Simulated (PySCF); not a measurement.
# Induced dipoles and field energies

Species: C4H4S2.
Structure used (GFN2-xTB), in Å, numbered top down from 1:
```
atom  x, y, z in Å
S1     2.3181   -0.2113   -0.5909
C2     0.6155    0.1289   -0.2821
C3    -0.2279   -0.6783    0.5241
C4    -1.4888   -0.1869    0.5931
S5    -1.6768    1.2600   -0.3152
C6    -0.0290    1.2085   -0.8019
H7     2.3522   -1.3235    0.1402
H8     0.0999   -1.5738    1.0214
H9    -2.3259   -0.5900    1.1269
H10    0.3715    1.9710   -1.4381
```

Level: CAM-B3LYP/def2-SVPD (PySCF); nuclei fixed, core orbitals frozen in the response. Permanent dipole (-0.569, -0.834, 0.738) D (1 au = 2.5417 D). Static polarisability (au):

```
x   106.68 -14.44  -6.27
y   -14.44  78.59 -10.43
z    -6.27 -10.43  65.16
```

Only the terms in μ and α are kept: μ(F) = μ + αF and ΔE = −μ·F − ½ F·αF.

Problem. A field of 0.002 au (0.103 V/Å) is applied along each axis in both senses. Find the induced dipole, the size of the total dipole and the two energy terms.

Solution. 
| field along | induced x (D) | induced y (D) | induced z (D) | total size (D) | −μ·F (kJ/mol) | −½F·αF (kJ/mol) |
| --- | --- | --- | --- | --- | --- | --- |
| +x | 0.542 | -0.073 | -0.032 | 1.150 | +1.175 | -0.560 |
| −x | -0.542 | 0.073 | 0.032 | 1.551 | -1.175 | -0.560 |
| +y | -0.073 | 0.400 | -0.053 | 1.035 | +1.723 | -0.413 |
| −y | 0.073 | -0.400 | 0.053 | 1.547 | -1.723 | -0.413 |
| +z | -0.032 | -0.053 | 0.331 | 1.514 | -1.525 | -0.342 |
| −z | 0.032 | 0.053 | -0.331 | 1.031 | +1.525 | -0.342 |

Problem. For the field (0.0002, -0.0010, 0.0014) au, what is the induced dipole, and what angle does it make with the field?

Solution. αF = (0.069, -0.244, 0.255) D, at 9.2° to the field. The polarisability along this direction, F·αF/F², is 80.68 au, against a mean of 83.47 au.

Problem. At what field along the permanent dipole would the induced dipole along it equal the permanent one, in this linear picture?

Solution. The polarisability along the dipole is 82.54 au, so F = 0.4920 au / 82.54 au = 0.0060 au = 0.31 V/Å; higher-order terms are ignored.

Problem. What field makes μF equal to kT at 200 K?

Solution. kT = 0.6334 × 10⁻³ Eh, so F = 0.00129 au = 6.62 MV/cm.

Problem. Induction energy −ᾱe²/2R⁴ of a unit charge at 7 Å, the molecule taken as a point?

Solution. R = 13.23 bohr, so the energy is −83.5/(2 × 13.23⁴) Eh = -3.58 kJ/mol. The charge–dipole term at its most favourable orientation, −μe/R², is -7.38 kJ/mol.

Geometry: GFN2-xTB, one conformer, isolated molecule.
